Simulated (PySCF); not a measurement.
Molecule: Propane, C3H8.

Bonds (- single, = double, # triple, : aromatic): C1-C2 1.521 Å, C2-C3 1.521 Å. C1 carries H4, H5, H6; C2 carries H7, H8; C3 carries H9, H10, H11.

Geometry PBE0-D3(BJ)/def2-SVP throughout; GIAO in PySCF, gas phase, one conformer, non-relativistic; equivalent atoms averaged; basis pcSseg-2.

Task: How do the absolute shieldings σ depend on the functional? (ppm; last column core-seconds on shared hosts with different chips, so compare them loosely; the GGAs took longer than the global hybrids here, which isn't the general rule, and the cause wasn't traced)

Result: 
| functional | kind | C2 | C1/C3 | H7/H8 | H4/H5/H6/H9/H10/H11 | core-s |
| --- | --- | --- | --- | --- | --- | --- |
| HF | Hartree–Fock | 172.1 | 172.8 | 30.45 | 30.71 | 5.2 |
| LDA | LDA | 159.9 | 162.3 | 29.31 | 29.85 | 14 |
| PBE | GGA | 157.0 | 160.2 | 29.73 | 30.23 | 19 |
| BLYP | GGA | 151.0 | 155.0 | 29.91 | 30.38 | 18 |
| BP86 | GGA | 156.9 | 160.0 | 29.80 | 30.29 | 19 |
| OPBE | GGA | 162.3 | 165.6 | 29.78 | 30.29 | 18 |
| KT2 | GGA | 160.0 | 163.4 | 29.72 | 30.23 | 18 |
| KT3 | GGA | 157.8 | 161.8 | 29.90 | 30.39 | 17 |
| B97-D | GGA | 155.7 | 159.4 | 29.94 | 30.41 | 17 |
| B3LYP | global hybrid | 156.8 | 159.7 | 29.98 | 30.41 | 12 |
| PBE0 | global hybrid | 163.2 | 165.4 | 29.88 | 30.31 | 12 |
| mPW1PW91 | global hybrid | 162.5 | 164.7 | 29.93 | 30.36 | 12 |
| WP04 | global hybrid | 148.6 | 152.5 | 30.30 | 30.69 | 12 |
| B97-2 | global hybrid | 161.9 | 164.4 | 29.98 | 30.41 | 12 |
| BHandHLYP | global hybrid | 163.3 | 165.3 | 30.11 | 30.48 | 12 |
| CAM-B3LYP | range-separated hybrid | 161.6 | 163.8 | 29.96 | 30.35 | 16 |
| wB97X-D | range-separated hybrid | 163.9 | 165.8 | 30.02 | 30.42 | 15 |
| LC-wPBE | range-separated hybrid | 169.8 | 170.6 | 30.03 | 30.40 | 23 |

Task: Which nucleus moves most, in ppm?

Result: C2 (sp3 CH2): from 148.6 ppm with WP04 to 172.1 ppm with HF. The smallest spread is 0.86 ppm, at H4/H5/H6/H9/H10/H11. Proton shifts span only some 12 ppm, so a few tenths of a ppm matter as much there as several ppm in carbon.
